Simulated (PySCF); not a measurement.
Dissociation curve of LiH, singlet. Each curve is given relative to its own lowest point near equilibrium.

| R / Å | A | B | C |
|---|---|---|---|
| 1.20 | 91.4 | 91.1 | 92.4 |
| 1.28 | 53.9 | 53.5 | 54.4 |
| 1.36 | 28.4 | 28.2 | 28.6 |
| 1.44 | 12.3 | 12.1 | 12.4 |
| 1.51 | 4.2 | 4.0 | 4.2 |
| 1.52 | 3.4 | 3.3 | 3.4 |
| 1.60 | 0.0 | 0.0 | 0.0 |
| 1.65 | 0.1 | 0.2 | 0.2 |
| 1.67 | 0.5 | 0.7 | 0.6 |
| 1.73 | 3.1 | 3.3 | 3.3 |
| 1.86 | 13.4 | 13.9 | 13.9 |
| 1.98 | 26.9 | 27.7 | 27.9 |
| 2.11 | 44.1 | 45.3 | 45.8 |
| 2.42 | 89.7 | 91.5 | 93.3 |
| 2.62 | 119.1 | 121.3 | 124.3 |
| 2.91 | 159.1 | 159.0 | 167.2 |
| 3.21 | 195.7 | 186.0 | 198.3 |
| 3.52 | 228.3 | 205.2 | 216.4 |
| 3.95 | 265.0 | 222.0 | 228.5 |
| 4.35 | 291.6 | 231.3 | 231.9 |
| 4.73 | 311.3 | 236.4 | 231.9 |
| 5.56 | 340.3 | 240.5 | 231.4 |
| 6.32 | 355.1 | 241.5 | 231.1 |

Energies in kJ/mol.

Problem. Which curve belongs to which method? The methods are restricted B3LYP/6-31G*, spherical d in PySCF; unrestricted B3LYP/LANL2DZ (PySCF); PySCF with unrestricted M06-2X/6-31G*, spherical d.

Solution. A is RKS-B3LYP/6-31G*; B is UKS-B3LYP/LANL2DZ; C is UKS-M06-2X/6-31G*.

The unrestricted determinant behind UKS-M06-2X/6-31G* is spin-contaminated at 3.21 to 6.32 Å (<S²> up to 1.0, against 0.00 for a pure singlet). The unrestricted determinant behind UKS-B3LYP/LANL2DZ is spin-contaminated at 2.91 to 6.32 Å (<S²> up to 1.0, against 0.00 for a pure singlet). The restricted form behind RKS-B3LYP/6-31G* keeps the bonding electrons paired and can't separate into open-shell fragments.
